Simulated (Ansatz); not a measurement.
Input file:

```yaml
crystal:
  periodic: [false, false, false]
  atoms:
    - {symbol: C, position_ang: [0.000000, 0.000000, 0.000000]}
    - {symbol: C, position_ang: [0.000000, 0.000000, 1.246204]}
basis:
  gaussian: {orbitals: 6-31G}
magnetization: {spin_polarized: false}
correlation: {method: ccsdtq, electrons: outside_noble_gas}
```

```sh
$ ansatz run in.yaml --threads 1 --pin off --events-out ev --progress --plain --max-ram 2393MiB
```

Roughly how long does this take on 1 thread of Arm Neoverse V1, shared host, and how much host memory?

3.7 s wall and 0.11 GiB.

```
404 factors; integrals over basis functions are off by at most 3.0e-8 eV
mean field evaluation 1: about -2050.1896 eV, gradient 6.1e0 eV
mean field evaluation 2: about -2050.1956 eV, gradient 6.1e0 eV
mean field evaluation 4: about -2050.3430 eV, gradient 4.1e-1 eV
mean field evaluation 8: about -2050.3438 eV, gradient 9.5e-7 eV
mean field evaluation 16: about -2050.8349 eV, gradient 2.9e-1 eV
mean field evaluation 32: about -2050.8325 eV, gradient 6.1e-8 eV
mean field evaluation 64: about -2050.8363 eV, gradient 2.0e-1 eV
mean field evaluation 96: about -2050.6791 eV, gradient 5.9e0 eV
mean field evaluation 128: about -2050.8325 eV, gradient 9.6e-4 eV
mean field -2050.83248360 eV, -75.3667036681 hartree, gradient 2.8e-8 eV, S^2 0.000000; 10 other end points of the search recorded, 0 dependent functions left out; unrestricted orbitals would lower it
mean field evaluation 160: about -2052.8347 eV, gradient 9.7e-1 eV
determinant -2050.83248360 eV, -75.3667036681 hartree, with singles and doubles -2054.81663768 eV, -75.5131186299 hartree
determinant -2050.34376237 eV, -75.3487434940 hartree, with singles and doubles -2057.65862144 eV, -75.6175596067 hartree
...
cycle  11  -7.93779347 eV  change    1.4e-3 eV  update   2.8e-4
cycle  12  -7.93767242 eV  change    1.2e-4 eV  update   1.3e-4
cycle  13  -7.93871006 eV  change   -1.0e-3 eV  update   6.5e-5
cycle  14  -7.93873159 eV  change   -2.2e-5 eV  update   2.1e-5
cycle  15  -7.93866074 eV  change    7.1e-5 eV  update   1.1e-5
cycle  16  -7.93862209 eV  change    3.9e-5 eV  update   3.9e-6
cycle  17  -7.93861539 eV  change    6.7e-6 eV  update   1.1e-6
cycle  18  -7.93861759 eV  change   -2.2e-6 eV  update   4.5e-7
cycle  19  -7.93861979 eV  change   -2.2e-6 eV  update   2.2e-7
cycle  20  -7.93861937 eV  change    4.2e-7 eV  update   8.6e-8
WARN: these amplitudes may be one of several solutions (largest doubles amplitude 0.45, level shift 1.30 eV)
Total energy: -2058.28238173 eV, -75.6404823748 hartree
```

For the same geometry and basis full CI lies 13.2 meV lower. By full CI's occupations no single determinant describes the state well.
